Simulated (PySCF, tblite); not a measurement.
# N,N,N',N'-tetramethylmethanediamine (C5H14N2): infrared bands and NMR shifts

Wanted: the infrared bands and NMR shifts of N,N,N',N'-tetramethylmethanediamine (C5H14N2) (`CN(C)CN(C)C`), by calculation.

Computed with tblite 0.8.0 and PySCF 2.14.0, with density-fitted response routines of our own, on a single molecule in the gas phase. Atoms are numbered from 0 throughout.

### 1 Starting geometry

21 atoms, charge 0, multiplicity 1; geometry from: GFN2-xTB.

Bonds of the start (Å): C0–N1 1.45, N1–C2 1.45, N1–C3 1.45, C3–N4 1.45, N4–C5 1.45, N4–C6 1.45, C0–H7 1.09, C0–H8 1.10, C0–H9 1.09, C2–H10 1.10, C2–H11 1.09, C2–H12 1.09, C3–H13 1.11, C3–H14 1.11, C5–H15 1.10, C5–H16 1.09, C5–H17 1.09, C6–H18 1.09, C6–H19 1.09, C6–H20 1.10.

### 2 Vibrational analysis with GFN2-xTB

What the job is given:

```
{"job": {"kind": "ir", "xc": "GFN2-xTB", "basis": "xTB"}, "charge": 0, "multiplicity": 1}
C      1.693937    -0.655179     0.854372
N      1.106060     0.449216     0.123959
C      2.086607     1.128371    -0.693408
C     -0.035863     0.014993    -0.653076
N     -1.087990    -0.455355     0.223479
C     -2.152703    -1.100426    -0.512050
C     -1.591103     0.614959     1.060325
H      0.907386    -1.147709     1.420034
H      2.168282    -1.392809     0.188343
H      2.444815    -0.266990     1.540923
H      2.510680     0.480982    -1.478280
H      1.625653     1.994059    -1.167879
H      2.898005     1.474529    -0.054659
H      0.227865    -0.813975    -1.338012
H     -0.369656     0.872780    -1.268361
H     -2.657751    -0.420753    -1.217706
H     -2.890995    -1.476159     0.194920
H     -1.747516    -1.943277    -1.070861
H     -0.747067     1.084587     1.558580
H     -2.264256     0.195354     1.806397
H     -2.133308     1.379743     0.482488
```

**Question.** This job is followed by: GIAO PBE0/pcSseg-1 NMR shielding, non-relativistic, gas phase. What will the session give for the following? strongest single infrared mode (GFN2-xTB); zero-point energy (GFN2-xTB); 13C shifts against TMS (PBE0/pcSseg-1, means over atoms taken as alike); 1H shifts against TMS (PBE0/pcSseg-1, means over atoms taken as alike); 15N shifts against NH3 (PBE0/pcSseg-1, means over atoms taken as alike).

**Answer**, as computed:

| quantity | value |
| --- | --- |
| strongest single infrared mode (GFN2-xTB) | 2853 cm⁻¹, 239 km/mol |
| zero-point energy (GFN2-xTB) | 118.6 kcal/mol |
| 13C shifts against TMS (PBE0/pcSseg-1, means over atoms taken as alike) | 85.0, 44.0 ppm |
| 1H shifts against TMS (PBE0/pcSseg-1, means over atoms taken as alike) | 2.53, 2.24 ppm |
| 15N shifts against NH3 (PBE0/pcSseg-1, means over atoms taken as alike) | 48.1 ppm |

In words: No mode is imaginary among the 57: a minimum at this level. GFN2-xTB is a fitted tight-binding method: band positions and strengths are rough. Its intensities can rank the bands wrongly. H13, H14 (mean) (hydrogen on an sp3 CH2 bonded to 2 N) lies farthest downfield among hydrogen, at 2.53 ppm; its carbon carries N, an electronegative neighbour. At PBE0/pcSseg-1: The largest span, 72 ppm, is at C0, C2, C5, C6, where the paramagnetic term is -104 ppm.
